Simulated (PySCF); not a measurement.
Species: PF3.
SMILES: `FP(F)F`

Method used: PBE0-D3(BJ)/def2-SVP geometry optimisation, gas phase in PySCF.

Masses are those of the commonest isotopes; rigid-rotor values at the optimised geometry. 

Question: What are A, B and C (MHz)?

Answer: Ia = 67.18, Ib = 67.33, Ic = 109.13 u·Å²; 505379 MHz·u·Å²/I gives A = 7523, B = 7506, C = 4631 MHz.

Question: Classify the top.

Answer: An oblate symmetric top, as the point group C3v requires two equal moments; the computed ones differ by 0.22 % because the geometry is symmetric only within the optimiser's tolerance. Ray's parameter κ = (2B − A − C)/(A − C) = 0.988; −1 is the prolate and +1 the oblate limit.

Question: What does the inertial defect say?

Answer: Not planar: Δ = Ic − Ia − Ib = -25.38 u·Å². For a rigid frame Δ = −2 Σ m c², so Σ m c² = 12.69 u·Å² lies off the ab plane. The atom farthest from that plane is 0.52 Å away.

Question: Where do the R-branch lines fall?

Answer: The dipole of 1.30 D lies along the symmetry axis, so ΔK = 0 and J+1 ← J falls at 2B(J+1) for every K: 15.03 GHz, 30.06 GHz, 45.09 GHz, 60.11 GHz, 75.14 GHz for J = 0 to 4.

Whether it is a minimum is left open (no frequencies). Constants of a rigid frame at the computed geometry: no zero-point averaging, no centrifugal distortion.

Time: 4.3 s; peak memory 0.28 GiB. Hardware: one thread, Arm Neoverse V2 (aarch64), no GPU, shared host. This is the geometry optimisation.
